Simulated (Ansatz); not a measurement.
A nudged elastic band was laid between two geometries of AlH3O + H3P (9 atoms, charge 0, multiplicity 1).

Computed with RKS B3LYP/6-31G* in Ansatz.

```yaml
movable_images: 8
climbing_image: no
spring: 5.0 eV/Å²
optimiser: quadratic models (default)
start_path: through a guess of the saddle point
force_threshold: 0.05 eV/Å
iteration_limit: 60
end_points: relaxed
```

Initial state:

```xyz
9
Properties=species:S:1:pos:R:3
Al 0.187 -0.274 0.232
O -0.333 -0.851 1.764
H -1.279 -0.942 1.938
H 1.750 -0.202 0.015
H -0.891 0.087 -0.880
P 0.304 3.345 1.431
H 1.566 2.804 1.055
H -0.324 2.989 0.201
H -0.111 2.156 2.100
```

Final state:

```xyz
9
Properties=species:S:1:pos:R:3
Al 0.374 0.486 0.235
O -0.397 -0.237 1.997
H -1.270 -0.647 1.875
H 1.768 -0.274 0.125
H -0.869 0.061 -0.681
P 0.380 2.724 1.055
H 1.689 3.119 0.671
H -0.287 3.362 -0.026
H -0.518 0.518 2.604
```

Question: What changes between the two ends?

Answer: Bonds broken: P6–H9. Bonds formed: Al1–P6, O2–H9. AlH3O + H3P becomes AlH6OP.

Question: What energy profile does the band end with?

Answer: The run converged. The highest image is number 5 of 0 to 9, 23.1 kcal/mol above the first end and 19.6 kcal/mol above the last; the last end lies 3.5 kcal/mol above the first. No image climbed, so the highest image needn't sit at the top of the path. The orbitals stay closed-shell, which can raise the energy where a bond breaks towards radicals; this wasn't checked here.

| image | path coordinate (Å) | energy (kcal/mol) | P6–H9 (Å) | Al1–P6 (Å) | O2–H9 (Å) |
| --- | --- | --- | --- | --- | --- |
| 0 | 0.00 | 0.0 | 1.43 | 3.81 | 3.03 |
| 1 | 0.43 | 0.1 | 1.43 | 3.70 | 2.84 |
| 2 | 0.86 | 0.9 | 1.43 | 3.43 | 2.47 |
| 3 | 1.30 | 4.2 | 1.44 | 3.13 | 2.07 |
| 4 | 1.73 | 16.7 | 1.55 | 2.80 | 1.59 |
| 5 | 2.16 | 23.1 | 1.88 | 2.62 | 1.13 |
| 6 | 2.59 | 12.9 | 2.14 | 2.45 | 1.00 |
| 7 | 3.02 | 6.2 | 2.40 | 2.39 | 0.98 |
| 8 | 3.45 | 3.7 | 2.71 | 2.38 | 0.98 |
| 9 | 3.88 | 3.5 | 2.84 | 2.38 | 0.98 |

Question: What is the geometry of the highest image?

Answer: 
```xyz
9
Properties=species:S:1:pos:R:3
Al 0.339 0.384 0.208
O -0.270 -0.154 1.934
H -1.160 -0.544 1.996
H 1.876 0.115 -0.028
H -0.805 0.128 -0.866
P -0.018 2.717 1.345
H 1.402 2.767 1.371
H -0.151 2.724 -0.075
H -0.344 0.974 1.972
```

The band took 21 iterations and about 7 core-minutes.

The run took 7.5 min on 1 thread of Arm Neoverse V1 (shared host), peak memory 0.13 GiB.
